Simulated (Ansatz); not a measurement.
# BSiHF (doublet): wave-function methods side by side, def2-TZVPP

One table from this session's results is given with a row withheld; the runs are named, their logs left out.

Method: def2-TZVPP, core rule «outside noble gas», up to 7 orbitals frozen; program: Ansatz 0.2.0, Gaussian basis.

Plan: UHF; ROHF; CCSD(T) on UHF.

### The geometry

The geometry is a PBE0/def2-TZVP stationary point (not a proven minimum) of the parent state, kept for this charge and spin.

4 atoms, charge 0, spin multiplicity 2.

Atoms are counted from 1 here; the program's logs count them from 0.

Bond lengths: B1–Si2 1.844 Å, Si2–F3 1.594 Å, Si2–H4 1.480 Å. Angles: B1–Si2–F3 125.8°, B1–Si2–H4 130.2°, F3–Si2–H4 104.0°.

As a file:

| atom | x (Å) | y (Å) | z (Å) |
| --- | --- | --- | --- |
| B1 | 0.0000 | -0.5010 | 1.7973 |
| Si2 | 0.0000 | 0.3616 | 0.1670 |
| F3 | 0.0000 | -0.3453 | -1.2616 |
| H4 | 0.0000 | 1.8072 | -0.1500 |

Set-up of the first run:

The input, in.yaml:

```yaml
crystal:
  periodic: [false, false, false]
  atoms:
    - {symbol: B, position_ang: [0.000000, -0.501036, 1.797314]}
    - {symbol: Si, position_ang: [0.000000, 0.361580, 0.166961]}
    - {symbol: F, position_ang: [0.000000, -0.345292, -1.261620]}
    - {symbol: H, position_ang: [0.000000, 1.807190, -0.149981]}
basis:
  gaussian: {orbitals: def2-TZVPP}
magnetization: {spin_polarized: true, initial_magnetization: 1}
hamiltonian: {xc: hf}
output: {orbitals: {seedname: orbitals}}
```

Started as:

```bash
$ ansatz run in.yaml --threads 1 --pin off --events-out ev --progress --plain --max-ram 4096MiB --backend cpu
```

Among the steps run: UHF; ROHF; CCSD(T) on UHF.

One table of the session follows, with a row left open; its other results are not shown here.

It belongs to the step «Misses and costs». 

```
  method  from UCCSD(T) (kJ/mol)
    ROHF                 +1222.0
     UHF                 +1165.4
    UMP2                  +122.2
   UCCSD                       ?
UCCSD(T)                       0
```

**Question.** Estimate the row for UCCSD.

As computed: from UCCSD(T) (kJ/mol): +40.3. In the column «from UCCSD(T) (kJ/mol)» it lies between UCCSD(T) (0) and UMP2 (+122.2).

The program flags UCCSD(T) as in doubt (see the logs), so the zero of the table is itself unsure.

Caveats from the session: The determinant is far from a pure spin state, so its energy mixes those of several spin states (harmless only where they are near-degenerate, as at dissociation). The program flags UCCSD(T) as in doubt, so the zero of the table is itself unsure.
